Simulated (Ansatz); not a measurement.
## Basis-set limit of CHF, singlet

```tsv
atom	x (Å)	y (Å)	z (Å)
C	-0.1260	-0.4787	-0.1172
F	0.8863	0.0518	0.4909
H	-0.7603	0.4269	-0.3736
```

Connectivity, by distances: CH–F.

Ansatz 0.2.0, RHF determinant, valence electrons correlated. Energies in eV.

| set | X | functions | Hartree–Fock | MP2 correlation | CCSD(T) correlation | time |
| --- | --- | --- | --- | --- | --- | --- |
| def2-TZVPP | 3 | 76 | -3750.2310 | -10.4581 | -11.3102 | 1.2 s on 1 × NVIDIA H100 80GB HBM3 with 1 thread of AMD EPYC 7R13 Processor (Zen 3), on a shared host |
| def2-QZVPP | 4 | 144 | -3750.3983 | -11.3719 | -12.1674 | 1.8 s on 1 × NVIDIA H100 80GB HBM3 with 1 thread of AMD EPYC 7R13 Processor (Zen 3), with other jobs on the host |

Hartree–Fock is taken to follow E(X) = E∞ + A·exp(−7.88·√X), correlation E(X) = E∞ + B·X^−2.97.

Cautions: higher spins were not checked; restricted determinant unstable towards unrestricted.

Work out the CCSD(T) energy at the limit, and how far the shortcut misses it that extrapolates MP2 and adds CCSD(T) minus MP2 from the smaller set.

Hartree–Fock: E∞ = E4 + 0.1377·(E4 − E3) = -3750.4213. Correlation: E∞ = E4 + 0.7407·(E4 − E3) = -12.8023 for CCSD(T) and -12.0487 for MP2. The limit is -3763.2236 eV, 0.658 eV below def2-QZVPP. The shortcut gives a correlation energy of -12.0487 + (-0.8521) = -12.9008, 98 meV lower than the direct value.
